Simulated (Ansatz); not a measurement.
**SiH₂ (triplet): from Hartree-Fock to the top rungs at scale of all distances = 1.000, cc-pVDZ**

How much of the correlation energy of SiH₂ (triplet) does each wave-function method recover here?

Method: cc-pVDZ, core rule «outside noble gas», up to 5 orbitals frozen; program: Ansatz 0.2.0, Gaussian basis.

To be run: UHF; CCSD(T) on ROHF; CCSD(T) on UHF; BCCD(T) on ROHF; CISD; CCSDT(Q) on ROHF; CCSDT(Q) on UHF; CISDTQ; CASSCF and MRCISD+Q, 4 electrons in 4 orbitals; CASSCF and NEVPT2, 4 electrons in 4 orbitals; CASSCF and MRCISD+Q, 6 electrons in 6 orbitals; CASSCF and NEVPT2, 6 electrons in 6 orbitals; Full CI.

17 further runs of the same task are left out: 10 that didn't finish, 7 set aside as unsound or not needed.

### 1 What is computed

The geometry derives from a PBE0/def2-TZVP stationary point (not a proven minimum). All distances are scaled together.

3 atoms, charge 0, spin multiplicity 3.

Atoms are counted from 1 here; the program's logs count them from 0.

Bond lengths: Si1–H2 1.486 Å, Si1–H3 1.486 Å. Angles: H2–Si1–H3 118.7°.

### 2 UHF

Input file in.yaml:

```yaml
crystal:
  periodic: [false, false, false]
  atoms:
    - {symbol: Si, position_ang: [0.000000, -0.050740, 0.000000]}
    - {symbol: H, position_ang: [0.000000, 0.706913, -1.278374]}
    - {symbol: H, position_ang: [0.000000, 0.706912, 1.278374]}
basis:
  gaussian: {orbitals: cc-pVDZ}
magnetization: {spin_polarized: true, initial_magnetization: 2}
hamiltonian: {xc: hf}
output: {orbitals: {seedname: orbitals}}
```

Launch:

```console
> ansatz run in.yaml --threads 1 --pin off --events-out ev --progress --plain --max-ram 2393MiB
```

The runs that follow: CCSD(T) on ROHF; CCSD(T) on UHF; BCCD(T) on ROHF; CISD; CCSDT(Q) on ROHF; CCSDT(Q) on UHF; CISDTQ; CASSCF and MRCISD+Q, 4 electrons in 4 orbitals; CASSCF and NEVPT2, 4 electrons in 4 orbitals; CASSCF and MRCISD+Q, 6 electrons in 6 orbitals; CASSCF and NEVPT2, 6 electrons in 6 orbitals; Full CI.

Q: Predict the results of all the runs planned. Wanted: FCI below the RHF energy; RMP2 from FCI; UMP2 from FCI; RCCSD from FCI; RCCSD(T) from FCI; UCCSD(T) from FCI; RCCSDT(Q) from FCI; UCCSDT(Q) from FCI; NEVPT2 pair from FCI.

**Answer**, as computed:

| quantity | value |
| --- | --- |
| FCI below the RHF energy | -2.6845 eV |
| RMP2 from FCI | +15.43 kcal/mol |
| UMP2 from FCI | +15.34 kcal/mol |
| RCCSD from FCI | +1.58 kcal/mol |
| RCCSD(T) from FCI | +0.40 kcal/mol |
| UCCSD(T) from FCI | +0.39 kcal/mol |
| RCCSDT(Q) from FCI | +0.01 kcal/mol |
| UCCSDT(Q) from FCI | 0.00 kcal/mol |
| NEVPT2 pair from FCI | +15.44 kcal/mol |
| MRCISD+Q pair from FCI | -0.30 kcal/mol |
| NEVPT2 valence from FCI | +13.44 kcal/mol |
| levels within 1 kcal/mol (43 meV) | RCCSD(T), UCCSD(T), BCCD(T), RCCSDT, UCCSDT, CISDTQ, RCCSDT(Q), UCCSDT(Q), MRCISD+Q pair, MRCISD+Q valence |
| T1 diagnostic | 0.020 |
| effectively unpaired electrons | 2.03 |

RCCSD(T) lands +0.40 kcal/mol from the yardstick (0.7 % of the correlation energy). MRCISD+Q pair falls below full CI: the +Q correction isn't variational, and the cores differ from full CI's. One determinant dominates. Of the multireference levels listed MRCISD+Q valence comes nearest in total energy (+0.09 kcal/mol), which doesn't show that its space is the better one. These misses are within one basis, not against nature; the frozen cores of restricted and unrestricted runs differ, which can shift their rows.
